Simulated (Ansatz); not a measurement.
# CAlF: the cost of one run

Method: def2-QZVPP, core rule «outside noble gas», up to 7 orbitals frozen; program: Ansatz 0.2.0, Gaussian basis.

The runs, in order: UHF; ROHF; CCSD(T) on UHF.

2 further runs of the same task are left out: 2 set aside as unsound or not needed.

## 1. The system

The geometry is a PBE0/def2-TZVP stationary point (not a proven minimum) of the parent state, kept for this charge and spin.

3 atoms, charge 0, spin multiplicity 3.

Atoms are counted from 1 here; the program's logs count them from 0.

Bond lengths: Al1–C2 1.926 Å, C2–F3 1.282 Å. Angles: Al1–C2–F3 145.2°.

## 2. UHF

File in.yaml:

```yaml
crystal:
  periodic: [false, false, false]
  atoms:
    - {symbol: Al, position_ang: [0.000000, -0.058625, 1.394221]}
    - {symbol: C, position_ang: [0.000000, 0.351445, -0.487256]}
    - {symbol: F, position_ang: [0.000000, -0.138923, -1.672032]}
basis:
  gaussian: {orbitals: "def2-QZVPP.json"}
magnetization: {spin_polarized: true, initial_magnetization: 2}
hamiltonian: {xc: hf}
output: {orbitals: {seedname: orbitals}}
```

Run with:

```sh
ansatz run in.yaml --threads 1 --pin off --events-out ev --progress --plain --max-ram 2393MiB
```

What time and memory should one allow on 1 thread of AMD EPYC 9R45, shared host?

About 8 s, with a peak of 0.43 GiB.
